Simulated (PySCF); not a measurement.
An element was calculated at PBE (PySCF 2.14, non-relativistic, a triple-zeta basis, no spin-orbit coupling), in the ground configurations that NIST lists.

| Property | Result |
| --- | --- |
| first ionisation energy | 21.679 eV |
| second ionisation energy | 41.147 eV |
| third ionisation energy | 63.874 eV |
| polarisability of the atom | 2.64 bohr³ |

Task: Which element is it?

Result: Neon (Ne, Z = 10), in aug-cc-pVTZ. NIST lists 21.565, 40.963, 63.423 eV for these ionisation energies.
